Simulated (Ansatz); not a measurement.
Geometry optimisation, RKS PBE/def2-SVP (Ansatz).

The input (input.yaml):

```yaml
crystal:
  periodic: [false, false, false]
  atoms:
    - { symbol: Si, position_ang: [-0.560665, -0.052629, -0.341185] }
    - { symbol: H, position_ang: [0.098973, 0.081133, 2.243628] }
    - { symbol: H, position_ang: [0.76091, 0.097521, 0.350636] }
    - { symbol: H, position_ang: [-0.69196, 1.016327, -1.390543] }
    - { symbol: F, position_ang: [-0.524542, -1.507474, -1.114788] }
    - { symbol: P, position_ang: [-2.282554, 0.144682, 1.021945] }
    - { symbol: H, position_ang: [-3.198456, -0.26021, -0.017501] }
    - { symbol: H, position_ang: [-2.144555, -1.187789, 1.548634] }
    - { symbol: H, position_ang: [-0.34275, 0.250338, 2.789174] }
basis:
  gaussian: { orbitals: def2-SVP }
hamiltonian:
  xc: pbe
relax:
  f_tol: 0.03
  max_steps: 50
output:
  orbitals: {}
```

Command:

```bash
$ ansatz run input.yaml --threads 1 --pin off --max-ram 2048MiB --backend cpu --events-out ev --progress --plain --runs-dir out
```

Task: Where does it end, and by what steps?

Result: It converged. The force dipped under the threshold on the way, but the program's further checks kept it going. After 24 steps the energy has fallen by 0.237 eV; H2 moved furthest, 1.33 Å.

| step | energy less start (eV) | largest force component (eV/Å) | accepted |
| --- | --- | --- | --- |
| 0 | 0.0000 | 1.554 | yes |
| 1 | -0.1558 | 0.198 | yes |
| 2 | -0.2013 | 0.137 | yes |
| 3 | -0.2214 | 0.089 | yes |
| 4 | -0.2206 | 0.179 | no |
| 5 | -0.2267 | 0.037 | yes |
| 6 | -0.2289 | 0.106 | yes |
| 7 | -0.2299 | 0.113 | yes |
| 8 | -0.2307 | 0.056 | yes |
| 9 | -0.2311 | 0.050 | yes |
| 10 | -0.2313 | 0.151 | yes |
| 11 | -0.2334 | 0.015 | yes |
| 12 | -0.2337 | 0.066 | yes |
| 13 | -0.2314 | 0.371 | no |
| 14 | -0.2344 | 0.021 | yes |
| 15 | -0.2334 | 0.299 | no |
| 16 | -0.2349 | 0.048 | yes |
| 17 | -0.2351 | 0.142 | yes |
| 18 | -0.2356 | 0.059 | yes |
| 19 | -0.2361 | 0.004 | yes |
| 20 | -0.2324 | 0.450 | no |
| 21 | -0.2363 | 0.132 | yes |
| 22 | -0.2366 | 0.096 | yes |
| 23 | -0.2368 | 0.037 | yes |
| 24 | -0.2372 | 0.008 | yes |

```xyz
9
Properties=species:S:1:pos:R:3
Si -0.633 -0.112 -0.665
H 0.430 0.261 3.523
H 0.699 -0.139 0.029
H -0.733 1.074 -1.580
F -0.754 -1.472 -1.582
P -2.259 0.043 0.903
H -3.304 -0.252 -0.043
H -2.107 -1.333 1.300
H -0.223 0.511 3.203
```

The run took 45 s on 1 thread of Arm Neoverse V2, with other jobs on the host, peak memory 0.14 GiB.
